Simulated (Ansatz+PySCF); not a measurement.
A calculation with PySCF 2.14.0.

```python
from pyscf import gto, scf, mp

mol = gto.M(atom="""
C 0.000000 0.000000 -0.054660
N 0.000000 0.000000 1.152780
H 0.000000 0.000000 -1.098120
""", basis='cc-pvtz', charge=1, spin=1)
mf = scf.UHF(mol)
mf.kernel()
pt = mp.MP2(mf, frozen=2).run()
print(mf.e_tot, pt.e_corr, pt.e_tot)
```

The script is written out from the run's settings.

Results

```json
{
 "Converged": "yes",
 "Reference energy": "-92.46763 hartree",
 "Correlation energy": "-0.27320 hartree",
 "Total energy": "-92.74083 hartree",
 "Spin squared of the determinant": "0.796"
}
```

Caution: MP2 on this radical cation hangs on the determinant chosen.
